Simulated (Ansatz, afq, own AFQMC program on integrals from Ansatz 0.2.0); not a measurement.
# Atomization energy of C$_{2}$H$_{4}$, singlet

```xyz
6

C     0.0000    0.0000    0.6615
C     0.0000    0.0000   -0.6615
H     0.0000    0.9232    1.2310
H     0.0000   -0.9232    1.2310
H     0.0000    0.9232   -1.2310
H     0.0000   -0.9232   -1.2310
```

Connectivity, by distances: CH2–CH2.

Atoms in their ground-state spins without spin–orbit coupling (mostly on UHF) minus the molecule (RHF), without zero-point energy. The geometry is a stationary point, not shown to be a minimum.

Basis cc-pVDZ. Noble-gas cores (and the filled d shells of Ga–Kr and In–Xe) are frozen. AFQMC by an in-house program on the Cholesky factors that Ansatz 0.2.0 writes for its CCSD(T) run. ph-AFQMC/CISD is guided by a CISD state made of CCSD amplitudes; releasing the constraint for a short imaginary time cuts its bias at the price of noise, slowly where states lie close. Uncertainties: one standard error, sampling alone. The errors of all members are added in quadrature.

No full CI on the walks' own integrals is used here; CCSDT(Q) serves as the reference and is uncertain by about the last step of the cluster series. Each member takes its own surest rung, up to full CI.

The best estimate is CCSD(T) at the basis-set limit (CBS: def2-TZVPP and def2-QZVPP, with their diffuse functions for anions and beside diffuse sets, CCSD(T) itself extrapolated) plus the step from CCSD(T) to CCSDT(Q) in cc-pVDZ. Rows without CBS are in cc-pVDZ, the functionals in def2-TZVP; B2PLYP and the wave-function rows carry a basis error of their own. Core correlation and relativity beyond core potentials are missing, and ± holds the sampling alone.

Cautions: other spins of the molecule weren't checked.

**Question.** Estimate: order these levels by their error in the atomization energy against the best estimate, smallest first.
A. HF/CBS
B. PBE
C. MP2/CBS
D. wB97M-V

**Answer.** D (0.7 kJ/mol), C (15.6 kJ/mol), B (34.3 kJ/mol), A (560.5 kJ/mol).

Best estimate: 2354.2 kJ/mol.

Best estimates are given only where the step beyond CCSD(T) is under 0.3 eV and no member's determinant is very poor (T1 over 0.05, or 0.07 for open shells, ⟨S²⟩ too high by 0.3, two states mixed), so the hardest cases are missing from such tables.

The functionals ran in a triple-zeta set and keep a basis error of their own, a few kJ/mol for each bond in atomization energies and more for double hybrids, so close places among them and the extrapolated levels can swap.

Each member of a difference takes its own highest rung, so a best estimate needn't equal the limit plus the step of one row. A walk keeps the symmetry of its determinant, which the program's search chose and which needn't be the lowest solution, so a lower state of the same spin and another symmetry isn't excluded.
